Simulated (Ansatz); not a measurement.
Relaxation of B₂H₅N (8 atoms, charge 0, multiplicity 1), to a largest force component of 0.015 eV/Å in at most 40 steps.

These are results of Ansatz, RKS PBE-D4/def2-SVP, not measurements.

```xyz
8
Properties=species:S:1:pos:R:3
B -0.948 0.609 -0.752
B 0.264 0.332 0.260
N 0.916 -1.024 0.221
H -1.309 -0.171 -1.508
H -1.510 1.709 -0.770
H 0.656 1.199 0.986
H 1.737 -1.002 0.953
H 0.286 -1.710 0.555
```

Q: Where does it end, and by what steps?

A: The run converged. After 14 steps the energy has fallen by 1.417 eV; H4 moved furthest, 0.98 Å.

```json
{"step": "0", "energy less start (eV)": "0.0000", "largest force component (eV/Å)": "3.834", "accepted": "yes"}
{"step": "1", "energy less start (eV)": "-0.7340", "largest force component (eV/Å)": "2.277", "accepted": "yes"}
{"step": "2", "energy less start (eV)": "-0.9837", "largest force component (eV/Å)": "2.315", "accepted": "yes"}
{"step": "3", "energy less start (eV)": "-1.2544", "largest force component (eV/Å)": "0.352", "accepted": "yes"}
{"step": "4", "energy less start (eV)": "-1.2880", "largest force component (eV/Å)": "0.312", "accepted": "yes"}
{"step": "5", "energy less start (eV)": "-1.3031", "largest force component (eV/Å)": "0.526", "accepted": "yes"}
{"step": "6", "energy less start (eV)": "-1.3129", "largest force component (eV/Å)": "0.647", "accepted": "yes"}
{"step": "7", "energy less start (eV)": "-1.3771", "largest force component (eV/Å)": "0.173", "accepted": "yes"}
{"step": "8", "energy less start (eV)": "-1.3992", "largest force component (eV/Å)": "0.087", "accepted": "yes"}
{"step": "9", "energy less start (eV)": "-1.4090", "largest force component (eV/Å)": "0.227", "accepted": "yes"}
{"step": "10", "energy less start (eV)": "-1.4064", "largest force component (eV/Å)": "0.386", "accepted": "no"}
{"step": "11", "energy less start (eV)": "-1.4165", "largest force component (eV/Å)": "0.038", "accepted": "yes"}
{"step": "12", "energy less start (eV)": "-1.4163", "largest force component (eV/Å)": "0.042", "accepted": "no"}
{"step": "13", "energy less start (eV)": "-1.4167", "largest force component (eV/Å)": "0.016", "accepted": "yes"}
{"step": "14", "energy less start (eV)": "-1.4167", "largest force component (eV/Å)": "0.002", "accepted": "yes"}
```

```xyz
8
Properties=species:S:1:pos:R:3
B -0.987 0.629 -0.796
B 0.350 0.241 0.125
N 0.758 -0.958 0.722
H -0.969 0.600 -2.018
H -2.004 1.098 -0.306
H 1.094 1.212 0.291
H 1.617 -1.047 1.266
H 0.234 -1.831 0.661
```

The run took 22 s on 1 thread of Intel(R) Xeon(R) Platinum 8375C CPU @ 2.90GHz (Ice Lake), with other jobs on the host, peak memory 0.13 GiB.
